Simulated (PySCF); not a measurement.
CH2O3.
Numbering: `[O:1]=[C:2]([OH:3])[OH:4]` (hydrogens: H5 on O3; H6 on O4)

The calculation used TDDFT CAM-B3LYP/def2-SVPD, vertical, gas phase, core orbitals frozen in the response in PySCF 2.14.0, density-fitted response routines. The structure is a single PBE0-D3(BJ)/def2-SVP conformer in the gas phase; no vibrational or solvent corrections. Torsions of this conformer, `[O:1]=[C:2]([OH:3])[OH:4]`: H–O3–C2–O1 0°, H–O4–C2–O1 0°.

```json
{"state": "S1", "E (eV)": "7.09", "E (hartree)": "0.2606", "f": "0.0000", "|μ| (D)": "0.00", "symmetry": "–", "main configurations (H = HOMO, L = LUMO)": "H→L+2 (96%)"}
{"state": "S2", "E (eV)": "7.72", "E (hartree)": "0.2836", "f": "0.041", "|μ| (D)": "1.18", "symmetry": "B1 or B2", "main configurations (H = HOMO, L = LUMO)": "H→L (96%)"}
{"state": "S3", "E (eV)": "8.29", "E (hartree)": "0.3047", "f": "0.0006", "|μ| (D)": "0.14", "symmetry": "–", "main configurations (H = HOMO, L = LUMO)": "H-1→L (93%)"}
{"state": "S4", "E (eV)": "8.67", "E (hartree)": "0.3185", "f": "0.030", "|μ| (D)": "0.95", "symmetry": "A1", "main configurations (H = HOMO, L = LUMO)": "H→L+1 (73%), H-1→L+2 (21%)"}
{"state": "S5", "E (eV)": "8.92", "E (hartree)": "0.3279", "f": "0.0000", "|μ| (D)": "0.01", "symmetry": "–", "main configurations (H = HOMO, L = LUMO)": "H-2→L (54%), H-1→L+1 (42%)"}
{"state": "S6", "E (eV)": "9.43", "E (hartree)": "0.3465", "f": "0.190", "|μ| (D)": "2.30", "symmetry": "A1", "main configurations (H = HOMO, L = LUMO)": "H-1→L+2 (73%), H→L+1 (20%)"}
{"state": "S7", "E (eV)": "9.75", "E (hartree)": "0.3585", "f": "0.0000", "|μ| (D)": "0.02", "symmetry": "–", "main configurations (H = HOMO, L = LUMO)": "H-1→L+1 (53%), H-2→L (42%)"}
{"state": "S8", "E (eV)": "9.98", "E (hartree)": "0.3669", "f": "0.171", "|μ| (D)": "2.12", "symmetry": "B1 or B2", "main configurations (H = HOMO, L = LUMO)": "H-2→L+2 (90%)"}
{"state": "S9", "E (eV)": "10.11", "E (hartree)": "0.3714", "f": "0.0048", "|μ| (D)": "0.35", "symmetry": "B1 or B2", "main configurations (H = HOMO, L = LUMO)": "H→L+4 (79%), H→L+3 (16%)"}
{"state": "S10", "E (eV)": "10.19", "E (hartree)": "0.3744", "f": "0.0000", "|μ| (D)": "0.01", "symmetry": "–", "main configurations (H = HOMO, L = LUMO)": "H→L+5 (89%)"}
```

Triplets (Tamm–Dancoff): T1 6.67 eV, H→L+2 (94%); T2 6.94 eV, H-1→L+2 (91%); T3 7.52 eV, H→L (94%); T4 8.09 eV, H-1→L (89%).

The lowest singlet comes at 175 nm (684 kJ/mol) in the vacuum ultraviolet; it is dark (f under 0.0005); its leading configuration is HOMO→LUMO+2 (96%). The most intense listed level is S6 at 9.43 eV (131 nm, f = 0.190), 2.34 eV above S1. Löwdin shares by element: HOMO oxygen 92%, carbon 6%; LUMO oxygen 39% or more, carbon 31%, hydrogen 11% or more (atoms not listed hold the other 20%). Weighted by f, the mean energy of these states is 9.44 eV. The oscillator strengths of these states sum to 0.436; summed over the whole spectrum of an exact calculation they would give the number of electrons, 32 (Thomas–Reiche–Kuhn). The listed states span 3.10 eV, and the widest gap between neighbours is 0.63 eV (S1 to S2). All these states lie below the vertical ionisation energy of 11.80 eV (ΔSCF). Symmetry labels in C2v follow from the direction of the transition dipole and are given only for states with f of 0.002 or more; B1 and B2 swap with the choice of axes. Singlets were solved by full linear response, triplets in the Tamm–Dancoff approximation.
